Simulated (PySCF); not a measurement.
Compound: C3H7F2N.
Numbering: `[CH3:1][C@H:2]([NH2:3])[CH:4]([F:5])[F:6]` (hydrogens: H7, H8, H9 on C1; H10 on C2; H11, H12 on N3; H13 on C4)

A GFN2-xTB structure was refined with PBE0-D3(BJ)/def2-SVP geometry optimisation, gas phase (PySCF 2.14.0). Its GFN2-xTB values:

```
 coordinate  GFN2-xTB
      C1–C2   1.526 Å
      C1–H7   1.088 Å
      C2–N3   1.445 Å
      C2–C4   1.543 Å
     C2–H10   1.097 Å
     N3–H11   1.014 Å
      C4–F5   1.359 Å
      C4–F6   1.357 Å
     C4–H13   1.100 Å
   C1–C2–N3    110.0°
   C1–C2–C4    109.4°
   C2–C4–F5    110.5°
   C2–C4–F6    110.6°
   N3–C2–C4    112.9°
   F5–C4–F6    105.9°
C1–C2–C4–F5     -176°
```

Task: How do these coordinates change at the PBE0-D3(BJ)/def2-SVP level?

Result: 
```json
{"coordinate": "C2–C4", "PBE0-D3(BJ)/def2-SVP (Å or °)": "1.521", "change": "-0.022"}
{"coordinate": "C1–H7", "PBE0-D3(BJ)/def2-SVP (Å or °)": "1.101", "change": "+0.013"}
{"coordinate": "C2–H10", "PBE0-D3(BJ)/def2-SVP (Å or °)": "1.105", "change": "+0.008"}
{"coordinate": "C1–C2", "PBE0-D3(BJ)/def2-SVP (Å or °)": "1.519", "change": "-0.007"}
{"coordinate": "C4–H13", "PBE0-D3(BJ)/def2-SVP (Å or °)": "1.105", "change": "+0.005"}
{"coordinate": "N3–H11", "PBE0-D3(BJ)/def2-SVP (Å or °)": "1.018", "change": "+0.004"}
{"coordinate": "C4–F5", "PBE0-D3(BJ)/def2-SVP (Å or °)": "1.356", "change": "-0.003"}
{"coordinate": "C4–F6", "PBE0-D3(BJ)/def2-SVP (Å or °)": "1.358", "change": "+0.001"}
{"coordinate": "C2–N3", "PBE0-D3(BJ)/def2-SVP (Å or °)": "1.446", "change": "+0.001"}
{"coordinate": "C1–C2–C4", "PBE0-D3(BJ)/def2-SVP (Å or °)": "110.8", "change": "+1.4"}
{"coordinate": "F5–C4–F6", "PBE0-D3(BJ)/def2-SVP (Å or °)": "107.1", "change": "+1.2"}
{"coordinate": "C2–C4–F5", "PBE0-D3(BJ)/def2-SVP (Å or °)": "109.6", "change": "-0.9"}
{"coordinate": "C2–C4–F6", "PBE0-D3(BJ)/def2-SVP (Å or °)": "109.8", "change": "-0.8"}
{"coordinate": "C1–C2–N3", "PBE0-D3(BJ)/def2-SVP (Å or °)": "110.8", "change": "+0.8"}
{"coordinate": "N3–C2–C4", "PBE0-D3(BJ)/def2-SVP (Å or °)": "112.3", "change": "-0.6"}
{"coordinate": "C1–C2–C4–F5", "PBE0-D3(BJ)/def2-SVP (Å or °)": "-179", "change": "-3"}
```

The energy falls by 3.4 kJ/mol over 7 energy and gradient evaluations, the largest force component goes from 0.0143 to 3.3e-04 Eh/bohr, and the atoms move by 0.055 Å rms after alignment. The bond that changes most is C2–C4 (sp3 carbon bound to nitrogen to CHF2 carbon), which shortens by 0.022 Å. Bonds longer at the end by more than 0.005 Å: 5 of 12; shorter: 2. Rotational constants go from 4891, 2792, 2402 to 4875, 2880, 2419 MHz.

The run used 119 basis functions and 47 SCF cycles in all. Time: 43 s. Hardware: an x86-64 server with one thread, on a shared host.

Not checked by PBE0-D3(BJ)/def2-SVP frequencies. One conformer, not necessarily the lowest.

Conformer computed: `[CH3:1][C@H:2]([NH2:3])[CH:4]([F:5])[F:6]`: C1–C2–C4–F5 -179°, H–N3–C2–C1 180°, H–N3–C2–C1 -64°.
